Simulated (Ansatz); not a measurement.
A relaxed structure of Ta. Space group Im-3m (No. 229), bcc (W type). Method: PBEsol (plane waves to 420 eV, PAW, scalar-relativistic; Ansatz, a first-principles code).

Space group Im-3m (No. 229); a = 3.2819 Å, b = 3.2819 Å, c = 3.2819 Å, α = 90.00°, β = 90.00°, γ = 90.00°

```csv
atom,site,symmetry,x,y,z
Ta,2a,m-3m,0.0000,0.0000,0.0000
```
(The calculation used a cell of 1 atom; values per cell refer to that cell.)

- Volume per atom = 17.68 Å³
- Band gap = zero (metallic)
- Shortest distances = Ta–Ta 2.84 Å
- k-mesh = 20×20×20

Band energies at high-symmetry points (eV from the Fermi level; labels of this space group; no spin-orbit coupling), from −5 eV up to 3.8 eV:

| point | energies |
|---|---|
| Γ | 0.74 0.74 0.74 |
| H | -3.91 -3.91 |
| N | -4.45 -1.59 1.72 |
| P | -1.22 -1.22 -1.22 |

No spin polarisation in the result.

Measured for Ta: a 3.299 Å (static lattice; corrected from measurement; as listed in Daniel Mejia-Rodriguez, S. B. Trickey, Phys. Rev. B (2018)). Computed minus measured — a: PBEsol -0.5 %. The computed values are for a static lattice.

The run could not lose the symmetry of its start.
